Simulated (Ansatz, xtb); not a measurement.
Relative energy of two isomers of C2H5O2−

Structure X is `[O-]CCO`, a singlet and structure Y is `C[C@H]([O-])O`, a singlet. Both are isolated ions in the gas phase, relaxed with B3LYP-D3(BJ)/def2-SVPD; the shapes shown needn't be the lowest conformers.

X (Å):

```xyz
9

C    -0.1341   -0.4465   -1.2865
C    -0.1561    1.1111   -1.4689
O     0.1521   -0.9831   -2.5602
O     0.7280    1.4487   -2.4378
H     0.6609   -0.7302   -0.5610
H    -1.0970   -0.8415   -0.9083
H    -1.2242    1.3994   -1.7124
H     0.0410    1.5733   -0.4600
H     0.5669   -0.1448   -2.9561
```

Y (Å):

```json
{"atom": "C", "x (Å)": "-0.4943", "y (Å)": "0.2507", "z (Å)": "-2.5264"}
{"atom": "C", "x (Å)": "-0.0011", "y (Å)": "0.5823", "z (Å)": "-1.0962"}
{"atom": "O", "x (Å)": "0.9845", "y (Å)": "1.4360", "z (Å)": "-1.0227"}
{"atom": "O", "x (Å)": "0.3829", "y (Å)": "-0.7605", "z (Å)": "-0.4968"}
{"atom": "H", "x (Å)": "0.3680", "y (Å)": "-0.0731", "z (Å)": "-3.1304"}
{"atom": "H", "x (Å)": "-1.2577", "y (Å)": "-0.5469", "z (Å)": "-2.5203"}
{"atom": "H", "x (Å)": "-0.9251", "y (Å)": "1.1597", "z (Å)": "-2.9775"}
{"atom": "H", "x (Å)": "-0.9200", "y (Å)": "0.8571", "z (Å)": "-0.4894"}
{"atom": "H", "x (Å)": "1.2756", "y (Å)": "-0.5389", "z (Å)": "-0.2005"}
```

Which of the two would you expect CCSD(T)/def2-SVPD + ΔMP2/def2-TZVPPD electronic energies to favour?

Structure Y; the calculation gives E(Y) − E(X) = −11.1 kcal/mol.

How the difference moves with the method:

```
                               level                geometry  E(Y) − E(X) (kcal/mol)  departure from the last row (kcal/mol)  job, with rough time for the two
              B3LYP-D3(BJ)/def2-SVPD  B3LYP-D3(BJ)/def2-SVPD                     −10.1                                    +1.0                optimisation, 34 s
                        HF/def2-SVPD  B3LYP-D3(BJ)/def2-SVPD                     −11.9                                    −0.8           part of the CCSD(T) run
                       MP2/def2-SVPD  B3LYP-D3(BJ)/def2-SVPD                     −11.6                                    −0.5           part of the CCSD(T) run
                   CCSD(T)/def2-SVPD  B3LYP-D3(BJ)/def2-SVPD                     −11.2                                    −0.1                      single point
CCSD(T)/def2-SVPD + ΔMP2/def2-TZVPPD  B3LYP-D3(BJ)/def2-SVPD                     −11.1                                                        single point, 35 s
```

As drawn, both hold the same kinds of bond in the same numbers. Structure X has 0 methyl groups, Y 1.

The levels shown agree on the order. The largest departure from CCSD(T)/def2-SVPD + ΔMP2/def2-TZVPPD is that of B3LYP-D3(BJ)/def2-SVPD, 1.0 kcal/mol. Levels run at GFN2-xTB geometries aren't shown. The last row adds to CCSD(T) the change of the MP2 difference between the two basis sets, here +0.1 kcal/mol.

With harmonic frequencies from B3LYP-D3(BJ)/def2-SVPD (ideal gas, rigid rotor, one conformer each, 400 K, 1 atm): the zero-point term adds −0.6 kcal/mol; ΔH is −11.1 and ΔG −12.2 kcal/mol.

The correlated steps freeze 4 core orbitals. Codes used: Ansatz 0.2.0; the last row on 2 threads of Arm Neoverse V2 on a shared host.
